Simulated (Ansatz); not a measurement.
HO4S−, SMILES `O=S(=O)([O-])O` at its PBE0-D4/def2-TZVPD geometry, where that method's forces vanish. The species carries charge -1 and has multiplicity 1.

```xyz
6

O    -1.0334    0.8449    0.7828
S    -0.1455    0.3459   -0.2523
O    -0.7542    0.1419   -1.5453
O     1.1524    0.9970   -0.2703
O     0.1848   -1.2071    0.2092
H     0.5959   -1.1226    1.0759
```

What forces (eV/Å) does ωB97M-V/def2-TZVPPD give on these atoms in the Gaussian-basis code of Ansatz? (An estimate is asked.)

Computed: 
```
O1  -0.035  0.013  0.057
S2  -0.012 -0.034 -0.030
O3  -0.032  0.000 -0.067
O4   0.065  0.020  0.009
O5   0.038  0.020  0.082
H6  -0.023 -0.019 -0.052
```
